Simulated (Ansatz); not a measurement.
# CH₂Cl− (SMILES [CH2-]Cl): one structure at several levels

An exercise on one series of results from a longer session: the logs are not shown, and one member is left open.

Program: Ansatz 0.2.0, Gaussian basis. Level of theory: single points in def2-TZVPPD. These are calculated values, not measurements.

Correlated methods freeze the cores.

## The system as given

SMILES `[CH2-]Cl`, 4 atoms, charge -1, spin multiplicity 1.

Atoms are counted from 1 here; the program's logs count them from 0.

Bond lengths: C1–Cl2 1.647 Å, C1–H3 1.240 Å, C1–H4 1.218 Å. Angles: Cl2–C1–H3 111.3°, Cl2–C1–H4 91.7°, H3–C1–H4 104.5°.

As a file:

```xyz
4

C     0.2530   -0.2889    0.1977
Cl   -0.2916    1.1858    0.6880
H    -0.6879   -1.0472   -0.0810
H     0.6118    0.1600   -0.8767
```

The first run:

run/in.yaml

```yaml
crystal:
  periodic: [false, false, false]
  atoms:
    - {symbol: C, position_ang: [0.253000, -0.288900, 0.197700]}
    - {symbol: Cl, position_ang: [-0.291600, 1.185800, 0.688000]}
    - {symbol: H, position_ang: [-0.687900, -1.047200, -0.081000]}
    - {symbol: H, position_ang: [0.611800, 0.160000, -0.876700]}
basis:
  gaussian: {orbitals: "def2-TZVPPD.json"}
total_charge: -1
correlation: {method: ccsd_t}
output: {forces: true}
```

The basis file named in the input lies beside it (Basis Set Exchange, JSON).

The command line of these runs was not kept.

Among the steps run: CCSD(T)/def2-TZVPPD; PBE0-D4/def2-TZVPPD; wB97M-V/def2-TZVPPD; r2SCAN-D4/def2-TZVPPD; PBE-D4/def2-TZVPPD; BLYP-D4/def2-TZVPPD; revPBE-D4/def2-TZVPPD.

One table of the session follows, with a row left open; its other results are not shown here.

```
   method  RMS force component (eV/Å)  angle to CCSD(T) forces (°)
  CCSD(T)                       2.769                    reference
  PBE0-D4                       2.613                          2.9
  wB97M-V                           ?                            ?
r2SCAN-D4                       2.648                          1.2
   PBE-D4                       2.581                          1.2
  BLYP-D4                       2.707                          2.6
revPBE-D4                       2.624                          2.4
```

**Question.** Estimate the row for wB97M-V.

**Answer.** RMS force component (eV/Å): 2.723; angle to CCSD(T) forces (°): 2.3. In the column «RMS force component (eV/Å)» it lies between BLYP-D4 (2.707) and CCSD(T) (2.769).

Limits of these values: The anion's highest level is positive in at least one run, so there the basis alone may hold the extra electron.
